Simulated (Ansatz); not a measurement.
# Al2H4S: the cost of one run

Program: Ansatz 0.2.0. Level of theory: RKS PBE0-D4/def2-SVP. These are calculated values, not measurements.

## (1) The system as given

Bond lengths: Al1–S2 2.169 Å, S2–Al3 2.169 Å, Al1–H4 1.535 Å, Al1–H5 1.535 Å, Al3–H6 1.535 Å, Al3–H7 1.535 Å. Angles: Al1–S2–Al3 159.3°, S2–Al1–H4 119.8°, S2–Al1–H5 119.7°, H4–Al1–H5 120.5°, S2–Al3–H6 119.7°, S2–Al3–H7 119.9°, H6–Al3–H7 120.3°.

As a file:

```xyz
7

Al   -1.8049    0.4805   -1.0327
S    -0.2039   -0.2239    0.2498
Al    1.8010   -0.4842    1.0365
H    -2.2010   -0.3320   -2.2729
H    -2.5797    1.7496   -0.6531
H     2.2985    0.4269    2.1667
H     2.6901   -1.6169    0.5057
```

## (2) End point A

File input.yaml:

```yaml
crystal:
  periodic: [false, false, false]
  atoms:
    - { symbol: Al, position_ang: [-1.80491, 0.48049, -1.03272] }
    - { symbol: S, position_ang: [-0.20392, -0.22393, 0.24982] }
    - { symbol: Al, position_ang: [1.80099, -0.48416, 1.03649] }
    - { symbol: H, position_ang: [-2.20102, -0.33195, -2.27291] }
    - { symbol: H, position_ang: [-2.57971, 1.74957, -0.65313] }
    - { symbol: H, position_ang: [2.29852, 0.42685, 2.16674] }
    - { symbol: H, position_ang: [2.69007, -1.61687, 0.50571] }
basis:
  gaussian: { orbitals: def2-SVP }
hamiltonian:
  xc: pbe0
  dispersion: d4
relax:
  f_tol: 0.02
  max_steps: 50
```

Started as:

```console
$ ansatz run input.yaml --threads 1 --pin off --max-ram 2048MiB --backend cpu --events-out ev --progress --plain --runs-dir out
```

Q: Estimate wall time and peak memory on 1 thread of Arm Neoverse V1, shared host.

About 45 s, with a peak of 0.14 GiB.
